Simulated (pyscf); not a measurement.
F–SiH₂–NH–SiH₂• (SMILES F[SiH2]N[SiH2]) + H₂ (SMILES [H][H]) → F–SiH₂–NH–SiH₃ (SMILES F[SiH2]N[SiH3]) + H• (SMILES [H]), a hydrogen abstraction (doublet surface; H–H broken, H–Si formed). Single points on ωB97X-D3(BJ)/def2-SVP structures (PySCF, gas phase). Energies in kJ/mol from the separated reactants.

Small-basis levels: PySCF, no dispersion term, spherical d functions. Open shells are spin-unrestricted. 

Question: Quick B3LYP/6-31G* single points give ΔE‡ = 71.5 kJ/mol and ΔE = +66.4 kJ/mol. What does ωB97M-D3(BJ)/def2-TZVP give, and how far is the quick result from it?

Answer: ωB97M-D3(BJ)/def2-TZVP gives ΔE‡ = 67.6 kJ/mol and ΔE = +47.9 kJ/mol. B3LYP/6-31G* lies 4.0 kJ/mol over it in the barrier and 18.5 kJ/mol over it in the reaction energy, so on this step it does not hold to within 12.6 kJ/mol. ωB97M-D3(BJ)/def2-TZVP has limits of its own. One saddle was located; it need not be the lowest between these sides. The angle at the transferred H is 177°.
